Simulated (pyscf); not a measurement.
H₃C–GaH–NH₂ + hydrogen (H₂) -> H₃C–GaH₂ + ammonia (NH₃), a four-centre exchange (singlet surface; Ga–N, H–H broken, Ga–H, H–N formed). Single points on ωB97X-D3(BJ)/def2-SVP structures (PySCF, gas phase). Energies in kJ/mol from the separated reactants.

AM1 to PM7: differences of heats of formation from MOPAC, which are fitted to 298 K values and so differ in kind from electronic energies by zero-point and thermal terms. 

Q: In single points PM7 puts the saddle at 218.3 kJ/mol and the reaction energy at +148.4 kJ/mol. Should these be trusted to within a few kcal/mol? Compare with ωB97M-D3(BJ)/def2-TZVP.

A: ωB97M-D3(BJ)/def2-TZVP gives ΔE‡ = 96.1 kJ/mol and ΔE = +30.4 kJ/mol. PM7 lies 122.2 kJ/mol over it in the barrier and 118.0 kJ/mol over it in the reaction energy, so on this step it does not hold to within 12.6 kJ/mol. ωB97M-D3(BJ)/def2-TZVP has limits of its own. On the product side the descent ends in an adduct with a Ga–N contact (not fully relaxed), 98.1 kJ/mol under the separated species and 156.1 kJ/mol under the saddle at ωB97X-D3(BJ)/def2-TZVP. What is counted as broken (Ga–N) persists as a longer contact in the product adduct; parting that adduct is a step of its own. At the saddle there is also a short Ga–H contact that neither side keeps. One saddle was located; it need not be the lowest between these sides. In the def2 sets elements up to Kr have no core potential.
